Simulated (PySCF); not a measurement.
# Basis set benchmark on one molecule

Molecule: SMILES O=C(F)F, CF₂O.

Molfile (atoms numbered from 1):
```
CF2O
     RDKit          3D

  4  3  0  0  0  0  0  0  0  0999 V2000
   -0.3473    1.0568    0.7936 O   0  0  0  0  0  0  0  0  0  0  0  0
   -0.0629    0.0280    0.3117 C   0  0  0  0  0  0  0  0  0  0  0  0
    0.9437   -0.7310    0.6569 F   0  0  0  0  0  0  0  0  0  0  0  0
   -0.6988   -0.5626   -0.6650 F   0  0  0  0  0  0  0  0  0  0  0  0
  1  2  2  0
  2  3  1  0
  2  4  1  0
M  END
```

Geometry PBE0-D3(BJ)/def2-SVP throughout; GIAO in PySCF, gas phase, one conformer, non-relativistic; equivalent atoms averaged; functional PBE0.

Reference values (CCSD(T)/13s9p4d3f; gas (isolated, no vibration); M. E. Harding, PhD thesis, Mainz 2008 (Harding, Lenhart, Auer, Gauss, JCP 2008, 128, 244111)): σ(F3/F4) = 229.2 ppm.

How do the basis sets STO-3G, 6-31G, 6-31G*, def2-SVP, 6-311+G(2d,p), def2-TZVP perform against the reference? Times are CPU seconds on 1 thread of an Arm Neoverse V1, shared host.

## Answers


```
    basis set  functions  F3/F4  abs. error F  core-s
       STO-3G         20  282.5          53.3    0.87
        6-31G         36  196.2          33.0     1.8
       6-31G*         56  221.1           8.1     2.3
     def2-SVP         56  225.9           3.3     2.2
6-311+G(2d,p)        108  199.9          29.3     3.9
    def2-TZVP        124  200.3          28.9     4.8
```

For $^{19}$F the closest is def2-SVP (3.3 ppm) and the furthest STO-3G (53.3 ppm). Where a smaller basis beats a larger one, errors probably cancel. One molecule is a small sample, and the reference may use another geometry.

A small basis that lands close on one nucleus may do so by chance; judge by the trend and by all nuclei.
